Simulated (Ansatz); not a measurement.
Cubic perovskite BaTiO3 (cubic high-temperature phase) was calculated with r²SCAN-D4 in Ansatz (PAW).

Run with plane-wave cutoff 560 eV, 8×8×8 k mesh, Fermi–Dirac smearing 0.01 eV, no spin polarisation, scalar-relativistic PAW data made under PBE.

Cell (relaxed at this level):

```cif
data_BaO3Ti
_chemical_formula_sum 'Ba1 Ti1 O3'
_space_group_name_H-M_alt 'Pm-3m'
_space_group_IT_number 221
_space_group_name_Hall '-P 4 2 3'
_cell_length_a 3.98592
_cell_length_b 3.98592
_cell_length_c 3.98592
_cell_angle_alpha 90.000
_cell_angle_beta 90.000
_cell_angle_gamma 90.000
loop_
_atom_site_label
_atom_site_type_symbol
_atom_site_symmetry_multiplicity
_atom_site_Wyckoff_symbol
_atom_site_fract_x
_atom_site_fract_y
_atom_site_fract_z
_atom_site_occupancy
Ba1 Ba 1 a 0.00000 0.00000 0.00000 1
Ti1 Ti 1 b 0.50000 0.50000 0.50000 1
O1 O 3 c 0.00000 0.50000 0.50000 1
```

Q: Estimate the band gap and smallest direct gap on the k points sampled that the calculation returns.

A: 
band gap: 2.19 eV
smallest direct gap on the k points sampled: 2.29 eV

Measured, for comparison: band gap 3.2 eV (temperature not stated, no zero-point or thermal correction; as tabulated in Matsushita et al. (2011), arXiv:1104.2769).

Note: the relaxation could not lower the start's symmetry, so the cell can be a saddle point above a distorted one.

Spin–orbit coupling is not included.

Computed values are for the static lattice.

Cost on a shared machine: roughly 60 core-seconds.

Ansatz is an electronic-structure program.
